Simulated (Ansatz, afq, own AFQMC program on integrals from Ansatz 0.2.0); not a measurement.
SiH2, singlet: AFQMC among the cluster methods

```xyz
3

Si    0.0000   -0.0507    0.0000
H     0.0000    0.7069   -1.2784
H     0.0000    0.7069    1.2784
```

Basis cc-pVDZ. Noble-gas cores (and the filled d shells of Ga–Kr and In–Xe) are frozen. Integrals, coupled cluster, full CI and functionals: Ansatz 0.2.0; the random walks run on the same integrals in our own AFQMC program. The CISD trial takes its coefficients from CCSD amplitudes. Released means that phaseless walkers are propagated on without the constraint, phases kept. Uncertainties: one standard error, sampling alone.

Determinant: UHF, the one that the program's search chose, which needn't be the lowest solution. The geometry is a PBE0/def2-TZVP stationary point of this or a neighbouring charge and spin state.

Full CI on the same integrals is exact in this basis and with this determinant's frozen core.

Cautions: strong correlation (T1 0.111, weight of the determinant 0.78, largest double 0.13); unrestricted determinant spin contaminated (⟨S²⟩ 0.67 against 0.00).

* T1 diagnostic: 0.1112
* weight of the determinant in the CISD state: 0.776
* ⟨S²⟩ of the determinant: 0.672
* size of the correlated space: 6 electrons in 23 orbitals

Reference: full CI, correlation energy -2.920 eV. The released energy is read at 2.40 1/Eh (meV from the phaseless value at times in 1/Eh: -0.7 ± 2.5 at 0.24, -2 ± 3 at 0.51, -4.9 ± 2.1 at 0.99, -4.1 ± 1.9 at 1.62, -6.8 ± 2.1 at 2.40). The cautions show a poor starting determinant, so the rows tell how each method copes with it here, and full CI is the sure value.

```csv
level,E − E(reference) (kcal/mol),share of correlation (%)
HF,67.34,0.00
MP2,20.01,70.29
CCSD,2.32,96.55
CCSD(T),0.93,98.63
CCSDT,0.10,99.85
CCSDT(Q),0.01,99.98
CCSDTQ,0.00,100.00
ph-AFQMC/CISD,0.14 ± 0.05,99.80
released AFQMC,-0.02 ± 0.05,100.03
```

CCSDT and higher add their correlation energy to the determinant of the CCSD(T) run, since their own runs factorise the integrals more tightly (a shift of under 2 meV). Released energies are given only where the last usable release times agree within the noise; a slower fall can still hide under it.
